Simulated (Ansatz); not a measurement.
## CsMg3: from a trial structure to a relaxed crystal

Theory: Ansatz, DFT PBE, scalar-relativistic, plane waves, PAW. Cutoff 420 eV, Γ-centred k mesh, Gaussian smearing, no spin polarisation in the final step.

CsMg3 was placed on the sites of a reported Cu3Pd cell (P4/mmm, No. 123), with Cs in place of Pd, Mg in place of Cu, at a guessed volume.

```xyz
4
Lattice="4.6098 0.0000 0.0000 0.0000 4.6098 0.0000 0.0000 0.0000 4.5624" Properties=species:S:1:pos:R:3 pbc="T T T"
Cs    0.0000    0.0000    0.0000
Mg    0.0000    2.3049    2.2812
Mg    2.3049    0.0000    2.2812
Mg    2.3049    2.3049    0.0000
```

Cell and atoms relax at zero pressure; the relaxation can't lower the symmetry of the start. After a coarse first stage the cell is made exact in the group found at 0.06 Å.

Energies over the elements count from the elements' standard structures at the same level, with no empirical corrections.

Problem. Describe the relaxed structure.

Solution. It ends in Pm-3m (No. 221). The result has the Cu3Au (L1_2) structure. Conventional cell: a = 5.347 Å. Cs is coordinated by 12 Mg at 3.78 Å; Mg is coordinated by 4 Cs at 3.78 Å and 8 Mg at 3.78 Å.

Space group Pm-3m (No. 221). a = 5.347 Å, b = 5.347 Å, c = 5.347 Å, α = 90.00°, β = 90.00°, γ = 90.00°
```
atom site symmetry x y z
  Cs    1a m-3m  0.0000  0.0000  0.0000
  Mg    3c    4/mm.m  0.0000  0.5000  0.5000
```

Problem. What are its volume, energy, density and gap?

Solution. The volume per atom is 38.23 Å³, the density is 2.24 g/cm³ and the energy over the elements is 0.41 eV/atom. The gap on the 10×10×10 mesh is 0 eV (a metal).

The final run used a 10×10×10 mesh on its 4-atom cell and 0.10 eV smearing. For metals, differences of a few meV/atom aren't resolved. A structure relaxed within its symmetry needn't be a true minimum. The steps took roughly 70 core-seconds in all.

Cost: 3 runs of about 1.1 core-minutes in all, on Arm Neoverse V1 (shared hosts).